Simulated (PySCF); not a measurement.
formamide cation (CH3NO), SMILES NC=O (connectivity only; charge and spin as stated), charge +1, multiplicity 2.

Geometry optimised at B3LYP-D3(BJ)/def2-TZVP. The multiplicity is an assumed one; other spin states were not compared. The values are those of a single conformer.

These are TDA-LC-ωPBE/def2-SVPD run with PySCF values and carry that method's errors.

Vertical excitations. Isolated molecule, no solvent.

```tsv
state	energy (eV)	λ (nm)	f	main pairs
root 1	1.21	1024	0.000	β HOMO→LUMO 86 %, β HOMO−2→LUMO 13 %
root 2	4.60	269	0.002	β HOMO−1→LUMO 75 %, β HOMO−3→LUMO 21 %
root 3	5.60	222	0.000	β HOMO−2→LUMO 85 %, β HOMO→LUMO 14 %
root 4	5.65	219	0.000	α HOMO→LUMO 47 %, β HOMO→LUMO+1 51 %
root 5	7.53	165	0.031	α HOMO→LUMO 7 %, β HOMO−3→LUMO 64 %, β HOMO−1→LUMO 15 %
root 6	8.44	147	0.001	α HOMO−1→LUMO 96 %
root 7	8.94	139	0.215	α HOMO→LUMO 21 %, α HOMO−3→LUMO 17 %, β HOMO→LUMO+1 26 %, β HOMO−2→LUMO+1 17 %, β HOMO−3→LUMO 7 %
root 8	9.30	133	0.119	α HOMO−3→LUMO 29 %, α HOMO→LUMO 17 %, β HOMO−2→LUMO+1 34 %, β HOMO→LUMO+1 9 %
root 9	9.91	125	0.000	α HOMO−2→LUMO 11 %, β HOMO−1→LUMO+1 84 %
root 10	10.48	118	0.000	α HOMO→LUMO+1 31 %, β HOMO→LUMO+2 51 %
```
Unrestricted roots are not spin-pure.
